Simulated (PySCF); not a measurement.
BCl: script and output

The script input.py:

```python
from pyscf import gto, dft
from pyscf.geomopt.geometric_solver import optimize

mol = gto.M(
    atom='B 0 0 0; Cl 0 0 1.687',
    basis='6-311g**',
    charge=0,
    spin=0,
    symmetry=True,
    verbose=4,
)
mf = dft.RKS(mol, xc='scan')
mf.kernel()
g = mf.nuc_grad_method()
g.grid_response = True
mol_eq = optimize(g.as_scanner(), maxsteps=30)
print('optimised geometry (angstrom)')
print(mol_eq.tostring('raw'))
print('orbital energies (hartree):', mf.mo_energy[..., max(0, mol.nelec[1]-3):mol.nelec[0]+3].round(4))
```

```bash
$ python input.py
```

The log (some set-up lines and the per-cycle HOMO/LUMO lines with their warnings removed):

```
PySCF version 2.14.0

[INPUT] Symbol           X                Y                Z      unit          X                Y                Z       unit  Magmom
[INPUT]  1 B      0.000000000000   0.000000000000   0.000000000000 AA    0.000000000000   0.000000000000   0.000000000000 Bohr   0.0
[INPUT]  2 Cl     0.000000000000   0.000000000000   1.687000000000 AA    0.000000000000   0.000000000000   3.187967972141 Bohr   0.0

nuclear repulsion = 26.6627521803201
point group symmetry = Coov
symmetry origin: [0.        0.        2.4634298]
symmetry axis x: [1. 0. 0.]
symmetry axis y: [0. 1. 0.]
symmetry axis z: [0. 0. 1.]
num. orbitals of irrep A1 = 20
num. orbitals of irrep E1x = 10
num. orbitals of irrep E1y = 10
num. orbitals of irrep E2x = 2
num. orbitals of irrep E2y = 2
number of shells = 20
number of NR pGTOs = 79
number of NR cGTOs = 44
basis = 6-311g**
ecp = {}

******** <class 'pyscf.dft.rks_symm.SymAdaptedRKS'> ********
method = SymAdaptedRKS
initial guess = minao
damping factor = 0
level_shift factor = 0
DIIS = <class 'pyscf.scf.diis.CDIIS'>
SCF conv_tol = 1e-09
SCF max_cycles = 50
XC functionals = scan

grids dens level: 3
Freeze 0 electrons in irreps []
    22 free electrons in irreps A1 E1x E1y E2x E2y
Initial guess from minao.
tot grids = 32928
init E= -485.111244448326
cycle= 1 E= -485.00481732481  delta_E= 0.106  |g|= 0.126  |ddm|= 1.35
cycle= 2 E= -485.004315056007  delta_E= 0.000502  |g|= 0.11  |ddm|= 0.19
cycle= 3 E= -485.006651335093  delta_E= -0.00234  |g|= 0.0569  |ddm|= 0.155
cycle= 4 E= -485.007685000565  delta_E= -0.00103  |g|= 0.0083  |ddm|= 0.082
cycle= 5 E= -485.00770770983  delta_E= -2.27e-05  |g|= 0.000771  |ddm|= 0.0108
cycle= 6 E= -485.007707888762  delta_E= -1.79e-07  |g|= 0.000143  |ddm|= 0.00163
cycle= 7 E= -485.007707896307  delta_E= -7.54e-09  |g|= 2.81e-05  |ddm|= 0.000362
cycle= 8 E= -485.007707896618  delta_E= -3.11e-10  |g|= 1.7e-06  |ddm|= 5.23e-05
Extra cycle  E= -485.007707896618  delta_E= 2.27e-13  |g|= 1.89e-06  |ddm|= 5.51e-06
converged SCF energy = -485.007707896618
Create scanner for <class 'pyscf.grad.rks.Gradients'>
Create scanner for <class 'pyscf.dft.rks_symm.SymAdaptedRKS'>
input.py

Current date and time:

#|     Arguments passed to driver run_optimizer():      |#
customengine              <pyscf.geomopt.geometric_solver.PySCFEngine object>
logIni                    <dir>
maxiter                   30
----------------------------------------------------------
Custom engine selected.
Bonds will be generated from interatomic distances less than 1.20 times sum of covalent radii
6 internal coordinates being used (instead of 6 Cartesians)
Internal coordinate system (atoms numbered from 1):
Distance 1-2
Translation-X 1-2
Translation-Y 1-2
Translation-Z 1-2
Rotation-A 1-2
Rotation-B 1-2
Rotation-C 1-2
<class 'geometric.internal.Distance'> : 1
<class 'geometric.internal.TranslationX'> : 1
<class 'geometric.internal.TranslationY'> : 1
<class 'geometric.internal.TranslationZ'> : 1
<class 'geometric.internal.RotationA'> : 1
<class 'geometric.internal.RotationB'> : 1
<class 'geometric.internal.RotationC'> : 1
> ===== Optimization Info: ====
> Job type: Energy minimization
> Maximum number of optimization cycles: 30
> Initial / maximum trust radius (Angstrom): 0.100 / 0.300
> Convergence Criteria:
> Will converge when all 5 criteria are reached:
>  |Delta-E| < 1.00e-06
>  RMS-Grad  < 3.00e-04
>  Max-Grad  < 4.50e-04
>  RMS-Disp  < 1.20e-03
>  Max-Disp  < 1.80e-03
> === End Optimization Info ===

Geometry optimization cycle 1
Cartesian coordinates (Angstrom)
 Atom        New coordinates             dX        dY        dZ
   B   0.000000   0.000000   0.000000    0.000000  0.000000  0.000000
  Cl   0.000000   0.000000   1.687000    0.000000  0.000000  0.000000

WARN: Mole.unit (angstrom) is changed to Bohr

New geometry
   1 B      0.000000000000   0.000000000000   0.000000000000 AA    0.000000000000   0.000000000000   0.000000000000 Bohr
   2 Cl     0.000000000000   0.000000000000   1.687000000000 AA    0.000000000000   0.000000000000   3.187967972141 Bohr

******** <class 'pyscf.scf.hf.SymAdaptedRKS_Scanner'> ********
method = SymAdaptedRKS_Scanner
initial guess = minao
damping factor = 0
level_shift factor = 0
DIIS = <class 'pyscf.scf.diis.CDIIS'>
SCF conv_tol = 1e-09
SCF max_cycles = 50
XC functionals = scan

grids dens level: 3
Freeze 0 electrons in irreps []
    22 free electrons in irreps A1 E1x E1y E2x E2y
tot grids = 32928
init E= -485.007707896618
cycle= 1 E= -485.007707896615  delta_E= 2.73e-12  |g|= 3.36e-06  |ddm|= 6.34e-06
Extra cycle  E= -485.007707896606  delta_E= 8.75e-12  |g|= 6.37e-06  |ddm|= 1.09e-05
converged SCF energy = -485.007707896606

******** <class 'pyscf.grad.rhf.Gradients_Scanner'> for <class 'pyscf.scf.hf.SymAdaptedRKS_Scanner'> ********
unit = Eh/Bohr
grid_response = True
--------------- SymAdaptedRKS_Scanner gradients ---------------
         x                y                z
0 B     0.0000000000     0.0000000000     0.0195711161
1 Cl     0.0000000000     0.0000000000    -0.0195711161
----------------------------------------------
cycle 1: E = -485.007707897  dE = -485.008  norm(grad) = 0.0276777
Step    0 : Gradient = 1.957e-02/1.957e-02 (rms/max) Energy = -485.0077078966
Hessian Eigenvalues: 5.00000e-02 5.00000e-02 5.00000e-02 ... 5.00000e-02 5.00000e-02 3.75015e-01

Geometry optimization cycle 2
Cartesian coordinates (Angstrom)
 Atom        New coordinates             dX        dY        dZ
   B   0.000000   0.000000  -0.013808    0.000000  0.000000 -0.013808
  Cl   0.000000   0.000000   1.700808    0.000000  0.000000  0.013808
New geometry
   1 B      0.000000000000   0.000000000000  -0.013808216294 AA    0.000000000000   0.000000000000  -0.026093747065 Bohr
   2 Cl     0.000000000000   0.000000000000   1.700808216294 AA    0.000000000000   0.000000000000   3.214061719207 Bohr

******** <class 'pyscf.scf.hf.SymAdaptedRKS_Scanner'> ********
method = SymAdaptedRKS_Scanner
initial guess = minao
damping factor = 0
level_shift factor = 0
DIIS = <class 'pyscf.scf.diis.CDIIS'>
SCF conv_tol = 1e-09
SCF max_cycles = 50
XC functionals = scan

grids dens level: 3
Freeze 0 electrons in irreps []
    22 free electrons in irreps A1 E1x E1y E2x E2y
tot grids = 32928
init E= -484.996985752822
cycle= 1 E= -485.008046063608  delta_E= -0.0111  |g|= 0.0294  |ddm|= 0.0573
cycle= 2 E= -485.00735320038  delta_E= 0.000693  |g|= 0.0565  |ddm|= 0.111
cycle= 3 E= -485.008363743975  delta_E= -0.00101  |g|= 0.00429  |ddm|= 0.0611
cycle= 4 E= -485.008368785708  delta_E= -5.04e-06  |g|= 0.00116  |ddm|= 0.00508
cycle= 5 E= -485.008369283596  delta_E= -4.98e-07  |g|= 5.41e-05  |ddm|= 0.00167
cycle= 6 E= -485.008369284287  delta_E= -6.91e-10  |g|= 9.78e-06  |ddm|= 0.000124
Extra cycle  E= -485.008369284307  delta_E= -2.04e-11  |g|= 5.52e-06  |ddm|= 3.32e-05
converged SCF energy = -485.008369284307

******** <class 'pyscf.grad.rhf.Gradients_Scanner'> for <class 'pyscf.scf.hf.SymAdaptedRKS_Scanner'> ********
unit = Eh/Bohr
grid_response = True
--------------- SymAdaptedRKS_Scanner gradients ---------------
         x                y                z
0 B     0.0000000000     0.0000000000     0.0059181358
1 Cl     0.0000000000     0.0000000000    -0.0059181358
----------------------------------------------
cycle 2: E = -485.008369284  dE = -0.000661388  norm(grad) = 0.00836951
Step    1 : Displace = 1.381e-02/1.381e-02 (rms/max) Trust = 1.000e-01 (=) Grad = 5.918e-03/5.918e-03 (rms/max) E (change) = -485.0083692843 (-6.614e-04) Quality = 1.295
Hessian Eigenvalues: 5.00000e-02 5.00000e-02 5.00000e-02 ... 5.00000e-02 5.00000e-02 2.61614e-01

Geometry optimization cycle 3
Cartesian coordinates (Angstrom)
 Atom        New coordinates             dX        dY        dZ
   B   0.000000   0.000000  -0.019794    0.000000  0.000000 -0.005985
  Cl   0.000000   0.000000   1.706794    0.000000  0.000000  0.005985
New geometry
   1 B      0.000000000000   0.000000000000  -0.019793641925 AA    0.000000000000   0.000000000000  -0.037404562247 Bohr
   2 Cl     0.000000000000   0.000000000000   1.706793641927 AA    0.000000000000   0.000000000000   3.225372534391 Bohr

******** <class 'pyscf.scf.hf.SymAdaptedRKS_Scanner'> ********
method = SymAdaptedRKS_Scanner
initial guess = minao
damping factor = 0
level_shift factor = 0
DIIS = <class 'pyscf.scf.diis.CDIIS'>
SCF conv_tol = 1e-09
SCF max_cycles = 50
XC functionals = scan

grids dens level: 3
Freeze 0 electrons in irreps []
    22 free electrons in irreps A1 E1x E1y E2x E2y
tot grids = 32928
init E= -485.003499344992
cycle= 1 E= -485.008380427219  delta_E= -0.00488  |g|= 0.0126  |ddm|= 0.0243
cycle= 2 E= -485.008254650749  delta_E= 0.000126  |g|= 0.0241  |ddm|= 0.0473
cycle= 3 E= -485.008438958534  delta_E= -0.000184  |g|= 0.00185  |ddm|= 0.0262
cycle= 4 E= -485.008439898055  delta_E= -9.4e-07  |g|= 0.000496  |ddm|= 0.00218
cycle= 5 E= -485.008439990174  delta_E= -9.21e-08  |g|= 2.25e-05  |ddm|= 0.000717
cycle= 6 E= -485.0084399903  delta_E= -1.26e-10  |g|= 4.15e-06  |ddm|= 5.33e-05
Extra cycle  E= -485.008439990304  delta_E= -3.87e-12  |g|= 2.27e-06  |ddm|= 1.32e-05
converged SCF energy = -485.008439990304

******** <class 'pyscf.grad.rhf.Gradients_Scanner'> for <class 'pyscf.scf.hf.SymAdaptedRKS_Scanner'> ********
unit = Eh/Bohr
grid_response = True
--------------- SymAdaptedRKS_Scanner gradients ---------------
         x                y                z
0 B     0.0000000000     0.0000000000     0.0004814972
1 Cl     0.0000000000     0.0000000000    -0.0004814972
----------------------------------------------
cycle 3: E = -485.00843999  dE = -7.0706e-05  norm(grad) = 0.00068094
Step    2 : Displace = 5.985e-03/5.985e-03 (rms/max) Trust = 1.414e-01 (+) Grad = 4.815e-04/4.815e-04 (rms/max) E (change) = -485.0084399903 (-7.071e-05) Quality = 1.056
Hessian Eigenvalues: 5.00000e-02 5.00000e-02 5.00000e-02 ... 5.00000e-02 5.00000e-02 2.40329e-01

Geometry optimization cycle 4
Cartesian coordinates (Angstrom)
 Atom        New coordinates             dX        dY        dZ
   B   0.000000   0.000000  -0.020324    0.000000  0.000000 -0.000530
  Cl   0.000000   0.000000   1.707324    0.000000  0.000000  0.000530
New geometry
   1 B      0.000000000000   0.000000000000  -0.020323742546 AA    0.000000000000   0.000000000000  -0.038406307238 Bohr
   2 Cl     0.000000000000   0.000000000000   1.707323742548 AA    0.000000000000   0.000000000000   3.226374279383 Bohr

******** <class 'pyscf.scf.hf.SymAdaptedRKS_Scanner'> ********
method = SymAdaptedRKS_Scanner
initial guess = minao
damping factor = 0
level_shift factor = 0
DIIS = <class 'pyscf.scf.diis.CDIIS'>
SCF conv_tol = 1e-09
SCF max_cycles = 50
XC functionals = scan

grids dens level: 3
Freeze 0 electrons in irreps []
    22 free electrons in irreps A1 E1x E1y E2x E2y
tot grids = 32928
init E= -485.008001598306
cycle= 1 E= -485.00844005247  delta_E= -0.000438  |g|= 0.00111  |ddm|= 0.00214
cycle= 2 E= -485.00843909246  delta_E= 9.6e-07  |g|= 0.00211  |ddm|= 0.00417
cycle= 3 E= -485.008440509379  delta_E= -1.42e-06  |g|= 0.000163  |ddm|= 0.00232
cycle= 4 E= -485.008440516718  delta_E= -7.34e-09  |g|= 4.37e-05  |ddm|= 0.000193
cycle= 5 E= -485.008440517435  delta_E= -7.17e-10  |g|= 1.97e-06  |ddm|= 6.38e-05
Extra cycle  E= -485.008440517435  delta_E= 1.14e-13  |g|= 1.44e-06  |ddm|= 5.81e-06
converged SCF energy = -485.008440517435

******** <class 'pyscf.grad.rhf.Gradients_Scanner'> for <class 'pyscf.scf.hf.SymAdaptedRKS_Scanner'> ********
unit = Eh/Bohr
grid_response = True
--------------- SymAdaptedRKS_Scanner gradients ---------------
         x                y                z
0 B     0.0000000000     0.0000000000     0.0000459908
1 Cl     0.0000000000     0.0000000000    -0.0000459908
----------------------------------------------
cycle 4: E = -485.008440517  dE = -5.27131e-07  norm(grad) = 6.50408e-05
Step    3 : Displace = 5.301e-04/5.301e-04 (rms/max) Trust = 2.000e-01 (+) Grad = 4.599e-05/4.599e-05 (rms/max) E (change) = -485.0084405174 (-5.271e-07) Quality = 1.093
Hessian Eigenvalues: 5.00000e-02 5.00000e-02 5.00000e-02 ... 5.00000e-02 5.00000e-02 2.40329e-01
Converged! =D

    #| If this code has benefited your research, please support us by citing: |#
    #| Wang, L.-P.; Song, C.C. (2016) "Geometry optimization made simple with |#
    #| translation and rotation coordinates", J. Chem, Phys. 144, 214108.     |#
    #|                                     |#
optimised geometry (angstrom)
B           0.00000000        0.00000000       -0.02032374
Cl          0.00000000        0.00000000        1.70732374
orbital energies (hartree): [-0.3764 -0.3764 -0.2367 -0.0947 -0.0947  0.0836]
```

In short: E(SCF) = -485.007708 Eh, 8 cycles, all at the start geometry; optimised bond 1.728 Å with E = -485.008441 Eh after 4 steps.

Wall time 13 s on one thread of a shared host.

The last line lists the levels of the start geometry. Stability towards an unrestricted solution was not tested.
